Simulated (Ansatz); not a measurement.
Input:

```yaml
crystal:
  periodic: [false, false, false]
  atoms:
    - { symbol: Si, position_ang: [-0.37584, -0.44374, -1.09465] }
    - { symbol: S, position_ang: [-0.57915, 0.44239, 0.87668] }
    - { symbol: S, position_ang: [1.1021, -0.43127, 1.85084] }
    - { symbol: H, position_ang: [-1.77572, -0.87891, -1.24292] }
    - { symbol: H, position_ang: [-0.3544, 0.82441, -1.8512] }
    - { symbol: H, position_ang: [1.98301, 0.48713, 1.46125] }
total_charge: -1
basis:
  gaussian: { orbitals: def2-SVP }
hamiltonian:
  xc: r2scan
relax:
  f_tol: 0.02
  max_steps: 50
```

Command:

```bash
$ ansatz run input.yaml --threads 1 --pin off --max-ram 2048MiB --backend cpu --events-out ev --progress --plain --runs-dir out
```

Hardware: 1 thread of Intel(R) Xeon(R) 6975P-C (Granite Rapids), on a shared host.

Problem. Roughly how long does this run take, and how much memory?

Solution. 12 s, with a peak of 0.14 GiB, for 6 ionic steps.
